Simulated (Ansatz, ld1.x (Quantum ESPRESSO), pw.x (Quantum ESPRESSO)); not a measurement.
**pw.x on bcc Hf: one setting changed**

Potential: norm-conserving Troullier–Martins (Kleinman–Bylander form), ld1.x (Quantum ESPRESSO) 7.5, LDA (PW92); core [Xe] 4f14, reference 5d2 6s1.5 6p0; waves: 6p (bound, empty): rc 3.50 bohr; 5d (bound): rc 1.80 bohr; 5f channel at -0.1 Ry: rc 2.85 bohr; 6s (bound): rc 2.55 bohr; local part: the s channel; core correction: a·sin(br)/r model core, default radius (core density twice the valence density).

The reference run (k-mesh 13³, cutoffs 50/200 Ry, Fermi–Dirac 0.01 Ry, mixing_beta 0.4, conv_thr 1e-9, no spin) gives 0.39 GPa at 20.552 Å³/atom, where all-electron LAPW gives -0.24 GPa. This run, with its own iteration cap, changes ecutwfc (ecutrho with it) to 8, a wrong or extreme entry chosen on purpose.

```
&control
  calculation='scf', prefix='x', pseudo_dir='./', outdir='./tmp', tstress=.true., disk_io='none'
/
&system
  ibrav=0, nat=1, ntyp=1, ecutwfc=8, ecutrho=32, nbnd=9,
  occupations='smearing', smearing='fd', degauss=0.01
/
&electrons
  conv_thr=1e-09, mixing_beta=0.4, electron_maxstep=70
/
ATOMIC_SPECIES
Hf 1.0 Hf.UPF
CELL_PARAMETERS angstrom
  -1.72556517 1.72556517 1.72556517
  1.72556517 -1.72556517 1.72556517
  1.72556517 1.72556517 -1.72556517
ATOMIC_POSITIONS crystal
Hf 0.0000 0.0000 0.0000
K_POINTS automatic
13 13 13 0 0 0
```

```bash
pw.x < Hf.scf.in > Hf.scf.out
```

Problem. How does the run end?

Solution. It converges in 8 iterations; the free energy moves by +6.53 eV/atom and the pressure by +4.33 GPa. The result is not a property of the crystal.

```
Message from routine setup:
     using ibrav=0 with symmetry is DISCOURAGED, use correct ibrav instead
     lattice parameter (alat)  =       5.6480  a.u.
     unit-cell volume          =     138.6918 (a.u.)^3
     number of electrons       =         4.00
     number of Kohn-Sham states=            9
     kinetic-energy cutoff     =       8.0000  Ry
     charge density cutoff     =      32.0000  Ry
     scf convergence threshold =      1.0E-09
     Exchange-correlation= PW
     number of k points=    84  Fermi-Dirac smearing, width (Ry)=  0.0100
     negative rho (up, down):  6.985E-04 0.000E+00
     iteration #  1     ecut=     8.00 Ry     beta= 0.40
     negative rho (up, down):  4.138E-04 0.000E+00
     total energy              =     -10.06237389 Ry
     estimated scf accuracy    <       0.17400069 Ry
     iteration #  2     ecut=     8.00 Ry     beta= 0.40
     negative rho (up, down):  3.239E-05 0.000E+00
     total energy              =     -10.02767056 Ry
     estimated scf accuracy    <       0.05226281 Ry
     iteration #  3     ecut=     8.00 Ry     beta= 0.40
     total energy              =     -10.03243182 Ry
     estimated scf accuracy    <       0.00028150 Ry
     [... 2 iterations left out ...]
     iteration #  6     ecut=     8.00 Ry     beta= 0.40
     total energy              =     -10.03224888 Ry
     estimated scf accuracy    <       0.00000002 Ry
     iteration #  7     ecut=     8.00 Ry     beta= 0.40
     total energy              =     -10.03224888 Ry
     estimated scf accuracy    <          2.6E-09 Ry
     iteration #  8     ecut=     8.00 Ry     beta= 0.40
     the Fermi energy is    11.1252 ev
!    total energy              =     -10.03224888 Ry
     estimated scf accuracy    <          1.7E-10 Ry
     smearing contrib. (-TS)   =      -0.00626207 Ry
     The total energy is F=E-TS. E is the sum of the following terms:
     one-electron contribution =       5.82751547 Ry
     hartree contribution      =       0.02966132 Ry
     xc contribution           =      -6.95484512 Ry
     ewald contribution        =      -8.92831848 Ry
     convergence has been achieved in   8 iterations
          total   stress  (Ry/bohr**3)                   (kbar)     P=       47.23
     Message from routine punch:
     Nothing written, as per user request (disk_io='none')
```

The run took about 0.7 s on one core of a shared host (Neoverse-V1, 32 threads, 247 GiB, load 19).
